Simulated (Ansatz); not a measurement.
Reaction (SMILES): CO (CH3-OH) + [H][H] (H2) → C (CH4) + O (H2O)
B3LYP-D3(BJ)/def2-TZVP geometries, fixed; electronic energies without zero-point terms.

Basis-set convergence of the energy of full hydrogenation at r2SCAN with Ansatz (a first-principles code). Cartesian d functions, on some or all atoms, in 6-31G*; all else is spherical. The program fits the integrals of some runs and decomposes those of others, by size. No added dispersion term, no relativity. Functions are those of the species that has most. Reference: the value in aug-pcseg-3, -29.80 kcal/mol, itself unsure by roughly 0.09 kcal/mol (its mean distance from aug-cc-pVQZ, cc-pV5Z, def2-QZVPPD).

| basis | functions | energy of full hydrogenation (kcal/mol) |
|---|---|---|
| STO-3G | 14 | ___ |
| 3-21G | 26 | -20.97 |
| def2-SV(P) | 36 | -18.91 |
| 6-31G* | 38 | -23.64 |
| pcseg-1 | 48 | -27.77 |
| def2-SVPD | 75 | -29.81 |
| aug-cc-pVDZ | 82 | -30.27 |
| def2-TZVP | 86 | ___ |
| 6-311++G(2d,2p) | 94 | -30.26 |
| cc-pVTZ | 116 | ___ |
| def2-TZVPP | 118 | -29.48 |
| jun-cc-pV(T+d)Z | 134 | ___ |
| def2-TZVPPD | 145 | -29.98 |
| 6-311++G(3df,3pd) | 150 | -29.56 |
| aug-cc-pVTZ | 184 | -29.81 |
| aug-pcseg-2 | 184 | -29.93 |
| aug-cc-pVQZ | 344 | -29.74 |
| aug-pcseg-3 | 366 | -29.80 |

### Question
Fill in the missing entries.

### Answer

- STO-3G, energy of full hydrogenation (kcal/mol): -10.01
- def2-TZVP, energy of full hydrogenation (kcal/mol): -28.22
- cc-pVTZ, energy of full hydrogenation (kcal/mol): -28.80
- jun-cc-pV(T+d)Z, energy of full hydrogenation (kcal/mol): -29.87
